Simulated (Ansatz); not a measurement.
Polycrystal shear modulus (GPa) of solids drawn from the class of carbides, at two levels: LDA (Ansatz, an electronic-structure program, PAW), and PBEsol (Ansatz, PAW).

| solid | LDA | PBEsol | shift (%) |
|---|---|---|---|
| rock-salt NbC | 222 | 215 | -3.2 |
| rock-salt HfC | 197 | 190 | -3.6 |
| rock-salt TiC | 196 | 189 | -3.6 |
| rock-salt TaC | 240 | 232 | -3.3 |
| antifluorite Mg₂C (high-pressure phase) | 89.9 | 82.7 | -8.0 |
| rock-salt ZrC | 177 | 171 | -3.4 |
| hexagonal WC | 304 | 298 | -2.0 |

The shifts run from -8.0 % to -2.0 %, with a median of -3.4 %.

Of 7 rows, PBEsol is the larger in 0 and the smaller in 7.

Database compounds that came out metallic weren't drawn.

Ansatz's runs of these crystals have no spin polarisation.

Spin–orbit coupling is left out, also for the solids with elements from indium on (rock-salt HfC, rock-salt TaC, hexagonal WC); its size isn't shown.

Each level is taken at its own relaxed cell. Ansatz's density-functional and Hartree–Fock values are scalar-relativistic unless marked +SOC, with PAW data made under PBE.
